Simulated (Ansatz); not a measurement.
## Ansatz (development build ahead of 0.2.0) run

```yaml
crystal:
  periodic: [false, false, false]
  atoms:
    - { symbol: C, position_ang: [0.0, -0.02516, -1.05663] }
    - { symbol: S, position_ang: [0.0, -0.05483, 0.61037] }
    - { symbol: H, position_ang: [0.0, -0.99062, -1.35619] }
    - { symbol: H, position_ang: [-0.82789, 0.42188, -1.42681] }
    - { symbol: H, position_ang: [0.82789, 0.42188, -1.42681] }
    - { symbol: H, position_ang: [0.0, 1.17506, 0.78373] }
basis:
  gaussian: { orbitals: cc-pVTZ }
hamiltonian:
  xc: hf
correlation:
  method: mp2
  frozen_orbitals: { C: 1, H: 0, S: 5 }
```

The input is written out in the form of the current development build from the run's settings.

Output:

```json
{
 "Converged": "yes",
 "Reference energy": "-437.72901 hartree",
 "Correlation energy": "-0.36212 hartree",
 "Total energy": "-438.09113 hartree",
 "Spin squared of the determinant": "0.000"
}
```

Caution: no unrestricted run beside it, a lower state can exist.
